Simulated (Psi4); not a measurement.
Psi4 input (wB97X-D/6-31G*):

```
memory 1500 MB

molecule {
-1 1
C     0.13024566    0.85108141   -0.45470947
O    -0.00376065   -0.00303305    0.86250643
C     0.02493219   -0.64005001   -0.38613383
H    -0.92028812    1.20080584   -0.62002850
H    -0.89689779   -1.18874982   -0.64519838
H     0.91620393   -1.25398011   -0.58976473
symmetry c1
no_reorient
no_com
}

set {
  basis 6-31G*
  reference rks
  scf_type pk
  dft_radial_points 99
  dft_spherical_points 590
  e_convergence 1e-8
  d_convergence 1e-7
  maxiter 150
}

e = energy('wb97x-d')
print_out(f'\nFINAL {e:.10f} DIPOLE {variable("CURRENT DIPOLE")[0]:.6f} {variable("CURRENT DIPOLE")[1]:.6f} {variable("CURRENT DIPOLE")[2]:.6f}\n')
```

From the last part of the output:

```
      28A      1.250528    29A      1.303591    30A      1.322613
      31A      1.361380    32A      1.658129    33A      1.771749
      34A      1.825260    35A      1.851823    36A      1.950368
      37A      2.132113    38A      2.201841    39A      2.347778
      40A      2.443634    41A      2.466938    42A      2.523354
      43A      2.641844    44A      2.662773    45A      2.821308
      46A      2.882149    47A      3.165086    48A      3.222005
      49A      4.056268    50A      4.511349    51A      4.685667

    Final Occupation by Irrep:
              A
    DOCC [    12 ]
    NA   [    12 ]
    NB   [    12 ]

  @RKS Final Energy:  -153.04735263077578

   => Energetics <=

    Nuclear Repulsion Energy =             66.5614857932080071
    One-Electron Energy =                -345.7838462625516058
    Two-Electron Energy =                 140.4473185498872283
    DFT Exchange-Correlation Energy =     -14.2715830866237106
    Empirical Dispersion Energy =          -0.0007276246957186
    VV10 Nonlocal Energy =                  0.0000000000000000
    Total Energy =                       -153.0473526307757766

Computation Completed

Properties will be evaluated at   0.000000,   0.000000,   0.000000 [a0]

Properties computed using the SCF density matrix

 Multipole Moments:

 ------------------------------------------------------------------------------------
     Multipole            Electronic (a.u.)      Nuclear  (a.u.)        Total (a.u.)
 ------------------------------------------------------------------------------------

 L = 1.  Multiply by 2.5417464519 to convert [e a0] to [Debye]
 Dipole X            :         -0.4753259           -0.0000002           -0.4753260
 Dipole Y            :         -1.0884816           -0.0000002           -1.0884817
 Dipole Z            :         -0.0754329            0.0000001           -0.0754329
 Magnitude           :                                                    1.1901334

 ------------------------------------------------------------------------------------

FINAL -153.0473526308 DIPOLE -0.475326 -1.088482 -0.075433

*** Psi4 exiting successfully. Buy a developer a beer!
```

The dipole moment of an ion depends on the origin.

The geometry given is a B3LYP-D3(BJ)/def2-TZVP minimum.
